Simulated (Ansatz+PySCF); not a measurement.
Values are calculated unless marked as measured or tabulated.
# Several solutions for singlet N₂

```xyz
2

N     0.0000    0.0000   -1.3173
N     0.0000    0.0000    1.3173
```

Basis set: STO-3G (spherical functions). Charge 0, multiplicity 1.

PBE0 (unrestricted) was run from several starts with Ansatz (development build ahead of 0.2.0) and PySCF 2.14.0.

```json
{"run": "A", "program": "Ansatz", "start": "search for the lowest state", "converged": "yes", "energy (hartree)": "-107.68198", "<S²>": "2.94"}
{"run": "B", "program": "PySCF", "start": "program defaults", "converged": "yes", "energy (hartree)": "-107.33257", "<S²>": "0.00"}
{"run": "C", "program": "Ansatz", "start": "stability test followed", "converged": "yes", "energy (hartree)": "-107.68198", "<S²>": "2.94"}
{"run": "D", "program": "Ansatz", "start": "atomic start, no search", "converged": "yes", "energy (hartree)": "-107.33257", "<S²>": "0.00"}
```

Q: Which runs reached the lowest solution of this kind, and what is wrong with the others?

A: A, C reached the lowest solution found. Converged but too high: B by 9.51 eV, D by 9.51 eV. Convergence only shows a stationary point, and even a stable one can lie too high; stability tests and further starts are what find lower ones. Caution: the unrestricted determinant is a mixture of spin states.
